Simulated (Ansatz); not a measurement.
A nudged elastic band was laid between two geometries of BH3O + FH (7 atoms, charge 0, multiplicity 1).

These are results of RKS B3LYP/6-31G* in Ansatz 0.2.0, not measurements.

- movable images: 5
- climbing image: yes
- spring: 5.0 eV/Å²
- optimiser: quadratic models (default)
- start path: through a guess of the saddle point
- force threshold: 0.05 eV/Å
- iteration limit: 60
- end points: relaxed

Initial state:

```xyz
7
Properties=species:S:1:pos:R:3
B -0.174 -0.410 -0.021
O -0.478 0.141 1.189
H -1.099 -0.379 1.722
H 0.586 0.202 -0.702
H -0.665 -1.453 -0.339
F 0.773 2.504 1.329
H 0.271 1.718 1.470
```

Final state:

```xyz
7
Properties=species:S:1:pos:R:3
B -0.021 0.309 -0.113
O -0.102 -0.037 1.660
H -1.016 0.168 1.925
H 1.150 0.096 -0.286
H -0.842 -0.487 -0.489
F -0.405 1.626 -0.131
H 0.449 0.647 2.082
```

(1) What changes between the two ends?

(2) Give the energies along the band, and the barrier.

(3) What is the geometry of the highest image?

(4) What are the harmonic wavenumbers there?

The band took 14 iterations and of the order of 60 core-seconds.

Answers

(1) Bonds broken: F6–H7. Bonds formed: B1–F6, O2–H7. BH3O + FH becomes BFH4O.

(2) It converged. The highest image is number 4 of 0 to 6, 10.3 kcal/mol above the first end and 20.0 kcal/mol above the last; the last end lies 9.7 kcal/mol below the first. A vibrational analysis at the climbing image gives one clearly imaginary mode, 816i cm⁻¹: a first-order saddle point. The orbitals stay closed-shell, which can raise the energy where a bond breaks towards radicals; this wasn't checked here.

| image | path coordinate (Å) | energy (kcal/mol) | F6–H7 (Å) | B1–F6 (Å) | O2–H7 (Å) |
| --- | --- | --- | --- | --- | --- |
| 0 | 0.00 | 0.0 | 0.94 | 3.35 | 1.77 |
| 1 | 0.71 | 0.2 | 0.94 | 3.25 | 1.79 |
| 2 | 1.42 | 0.5 | 0.94 | 2.95 | 1.85 |
| 3 | 2.14 | 1.4 | 0.95 | 2.41 | 1.86 |
| 4 | 2.85 | 10.3 | 1.11 | 1.68 | 1.32 |
| 5 | 3.72 | -9.3 | 2.15 | 1.38 | 0.98 |
| 6 | 4.59 | -9.7 | 2.57 | 1.37 | 0.97 |

(3) 
```xyz
7
Properties=species:S:1:pos:R:3:forces:R:3
B 0.041 0.075 0.132 0.02 0.00 0.01
O -0.013 -0.015 1.638 0.00 -0.01 0.01
H -0.884 -0.319 1.936 0.00 0.00 0.00
H 1.123 -0.155 -0.306 -0.01 0.00 -0.01
H -0.959 -0.269 -0.423 -0.01 -0.01 -0.01
F -0.038 1.738 0.335 0.00 0.00 0.02
H -0.057 1.269 1.337 0.00 0.02 -0.01
```

(4) 816i, 533, 595, 780, 821, 847, 954, 1125, 1218, 1254, 1293, 2033, 2627, 2728, 3767 cm⁻¹.

Time of the run: 59 s on 1 thread of Intel(R) Xeon(R) 6975P-C (Granite Rapids), on a shared host, peak memory 0.11 GiB.
